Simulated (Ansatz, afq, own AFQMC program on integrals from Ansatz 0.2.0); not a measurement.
## Where AFQMC and coupled cluster stand for As, quartet

A free As atom.

Basis 6-31G. Only valence electrons are correlated. AFQMC by an in-house program on the Cholesky factors that Ansatz 0.2.0 writes for its CCSD(T) run. ph-AFQMC/CISD is guided by a CISD state made of CCSD amplitudes; releasing the constraint for a short imaginary time cuts its bias at the price of noise, slowly where states lie close. Free projection: walkers drawn from exp(T), propagated without any constraint. Its projection time is finite, and what remains of the start isn't in its error. Uncertainties: one standard error, sampling alone. No spin–orbit coupling.

Determinant: UHF, the one that the program's search chose, which needn't be the lowest solution.

Full CI on the same integrals is exact in this basis and with this determinant's frozen core.

Cautions: no relativity below Rb; no spin-orbit coupling; inner d shell frozen.

The T1 diagnostic is 0.0046 and the weight of the determinant in the CISD state is 0.988. The ⟨S²⟩ of the determinant is 3.750 and the size of the correlated space is 5 electrons in 15 orbitals.

```csv
level,correlation energy (eV)
MP2,-0.4046
CCSD,-0.5194
CCSD(T),-0.5233
```

(1) Estimate where AFQMC with the constraint released lies against CCSD(T) on the same integrals.

(1) 0.02 ± 0.001 kcal/mol below CCSD(T).

Reference: full CI, correlation energy -0.524 eV. The released energy is read at 1.50 1/Eh (meV from the phaseless value at times in 1/Eh: -0.16 ± 0.10 at 0.24, -0.26 ± 0.10 at 0.50, -0.30 ± 0.08 at 1.00, -0.30 ± 0.06 at 1.50).

| level | E − E(reference) (kcal/mol) | share of correlation (%) |
| --- | --- | --- |
| CCSD(T) | 0.02 | 99.80 |
| CCSDT | 0.00 | 100.03 |
| CCSDT(Q) | 0.00 | 100.01 |
| CCSDTQ | 0.00 | 100.01 |
| ph-AFQMC/HF | 0.06 ± 0.06 | 99.54 |
| ph-AFQMC/CISD | 0.01 ± 0.003 | 99.92 |
| released AFQMC | 0.00 ± 0.001 | 99.98 |
| free AFQMC | 0.00 ± 0.001 | 99.99 |

CCSDT and higher add their correlation energy to the determinant of the CCSD(T) run, since their own runs factorise the integrals more tightly (a shift of under 2 meV). Free projections are given only where their last times agree within the noise and don't stop above the reference; a slow remainder of the start can still hide under it. A walk keeps the symmetry of its determinant, which the program's search chose and which needn't be the lowest solution, so a lower state of the same spin and another symmetry isn't excluded. Released energies are given only where the last usable release times agree within the noise; a slower fall can still hide under it.
